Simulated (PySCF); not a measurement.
**Question.** What does the PBE0-D3(BJ)/def2-SVP structure of `C([PH](C)(C)C)=C` look like in three dimensions?

**Answer.** 
```
atom  x, y, z in Å
C1     1.6949    0.9159   -1.2454
C2     1.0564   -0.1010   -0.6600
P3    -0.4924   -0.1589    0.5168
C4    -0.7111    1.6661    0.5378
C5    -1.4372   -1.1441   -0.7322
C6     0.5210   -0.9259    1.8603
H7     1.3928    1.9606   -1.1163
H8     2.5654    0.7571   -1.8935
H9     1.4539   -1.1104   -0.8661
H10   -1.6845   -0.3445    1.4295
H11   -1.5647    1.9390    1.1702
H12    0.2051    2.1381    0.9197
H13   -0.8754    2.0256   -0.4878
H14   -2.4529   -0.7259   -0.7804
H15   -1.5215   -2.1708   -0.3429
H16   -0.9762   -1.1601   -1.7295
H17    1.6049   -0.8495    1.6965
H18    0.2290   -1.9856    1.9269
H19    0.2352   -0.4446    2.8066
```

Orientation and origin are arbitrary. Atoms count from 1 in this order. The 4 C–P bonds span 1.838 Å (P3–C4, drawn single) to 1.946 Å (C2–P3, drawn single), a spread of 0.108 Å. P3 (phosphorus bonded to 4 C and H) is trigonal bipyramidal (τ5 = (β − α)/60° = 0.86 from the two widest angles, 174.7° and 123.3° (0 for a square pyramid, 1 for a trigonal bipyramid)). Of the pairs four or more bonds apart, C4···H7 is among the closest relative to their van der Waals radii: 2.69 Å, 93 % of the sum of Bondi's values.

Bonds between heavy atoms (Å): C1=C2 1.336, C2–P3 1.946, P3–C4 1.838, P3–C5 1.850, P3–C6 1.849.

Computed, not measured: PySCF 2.14.0, PBE0-D3(BJ)/def2-SVP geometry optimisation, gas phase.

Point group: Cs (every atom within 0.08 Å of its image). No PBE0-D3(BJ)/def2-SVP frequencies stand behind this structure, so it isn't proved a minimum.
